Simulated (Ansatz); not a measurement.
Input for Ansatz (development build ahead of 0.2.0):

```yaml
crystal:
  periodic: [false, false, false]
  atoms:
    - { symbol: F, position_ang: [0.0, 0.34856, -1.22239] }
    - { symbol: P, position_ang: [0.0, -0.69712, 0.0] }
    - { symbol: F, position_ang: [0.0, 0.34856, 1.22239] }
basis:
  gaussian: { orbitals: def2-SVP }
magnetization:
  spin_polarized: true
  initial_magnetization: 1
hamiltonian:
  xc: hf
correlation:
  method: ccsd_t
  frozen_orbitals: { F: 1, P: 5 }
scf:
  omitted_lower_state_checks: [starts, atomic_configurations, cluster_reference, orbital_swaps, given_window_search, neighbouring_geometries, increment]
```

The input is written out in the form of the current development build from the run's settings.

Output:

```yaml
Converged: yes
Reference_energy: -539.36411 hartree
Correlation_energy: -0.48722 hartree
Total_energy: -539.85133 hartree
Stability_test: minimum
```
